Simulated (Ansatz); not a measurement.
For rock-salt ZrC, BLYP (plane waves, PAW; Ansatz, a first-principles code) gives:

* **lattice constant a**: 4.761 Å
* **bulk modulus B0**: 207 GPa
* **zone-centre TO phonon frequency**: 377 cm⁻¹
* **elastic constant C11**: 411 GPa
* **elastic constant C44**: 150 GPa
* **Voigt–Reuss–Hill shear modulus**: 152 GPa

What does r²SCAN (Ansatz, PAW) give for the same quantities?


- lattice constant a: 4.711 Å (drops by 1.1 %)
- bulk modulus: 230 GPa (rises by 11 %)
- zone-centre TO phonon frequency: 406 cm⁻¹ (increases by 7.7 %)
- elastic constant C11: 471 GPa (rises by 15 %)
- elastic constant C44: 166 GPa (grows by 11 %)
- Voigt–Reuss–Hill shear modulus: 172 GPa (grows by 13 %)

For comparison: lattice constant a 4.696 Å (measured, temperature not stated, no zero-point or thermal correction; as tabulated in Zhang et al. (2018), doi:10.1088/1367-2630/aac7f0); bulk modulus 223 GPa (measured, temperature not stated, no zero-point or thermal correction, from single-crystal elastic constants, our sources range from 208 to 223; as tabulated in arXiv:1102.4063); elastic constant C11 470 GPa (measured, temperature not stated, not corrected to a static lattice; as tabulated in Wu et al. (2005), arXiv:cond-mat/0412374); elastic constant C44 160 GPa (measured, temperature not stated, not corrected to a static lattice; as tabulated in Wu et al. (2005), arXiv:cond-mat/0412374).

Changes are worked out from the printed values.

Unless a cell is named, each level is at its own relaxed cell (BLYP 13.49, r²SCAN 13.07 Å³/atom).

Ansatz's density-functional and Hartree–Fock values are scalar-relativistic unless marked +SOC, with PAW data made under PBE.
